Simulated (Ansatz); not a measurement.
## [GeH₃···H···Cl], doublet: reading a ladder of total energies

Geometry: a point of a hydrogen-transfer path between rigid fragments, not a stationary point.

| atom | x (Å) | y (Å) | z (Å) |
| --- | --- | --- | --- |
| Ge | -1.0550 | 0.0000 | 0.0000 |
| H | -1.5664 | 1.4466 | 0.0000 |
| H | -1.5664 | -0.7233 | 1.2528 |
| H | -1.5664 | -0.7233 | -1.2528 |
| H | 0.9190 | 0.0000 | 0.0000 |
| Cl | 2.2690 | 0.0000 | 0.0000 |

Basis cc-pVDZ; Ansatz 0.2.0. Only valence electrons are correlated (noble-gas cores and the filled d shells of p-block atoms frozen), which leaves 15 electrons in 46 orbitals. Prefix R: restricted or restricted open-shell reference; prefix U: unrestricted. No spin–orbit coupling is included, and no scalar relativity.

Full CI isn't at hand for all of this; UCCSDT(Q) serves as the reference, and is uncertain by about the last step of the cluster series.

Runs differ by some tens of microhartree through their thresholds and, for an open shell, their frozen cores, so steps under 0.03 kcal/mol mean nothing.

```
    level  total energy (hartree)
      UHF            -2537.106563
     UMP2            -2537.351843
    UCCSD            -2537.392752
 UCCSD(T)            -2537.398114
   UCCSDT            -2537.398988
UCCSDT(Q)            -2537.399358
```

What is the correlation energy at UCCSDT(Q), and what share of it do UMP2 and UCCSD(T) recover?

E(corr) = -2537.399358 − (-2537.106563) = -0.292795 hartree = -7.967 eV. UMP2: -0.245280 / -0.292795 = 83.77 %. UCCSD(T): -0.291551 / -0.292795 = 99.58 %.

By how many kcal/mol does UCCSD(T) miss UCCSDT(Q) (1 hartree = 627.509 kcal/mol), and which steps make up the rest?

-2537.398114 − (-2537.399358) = 0.001244 hartree = 0.78 kcal/mol. Steps: UCCSDT − UCCSD(T) = -0.55, UCCSDT(Q) − UCCSDT = -0.23 kcal/mol. That is within 1 kcal/mol of the reference in this basis, which itself misses far more of the correlation at the basis-set limit.
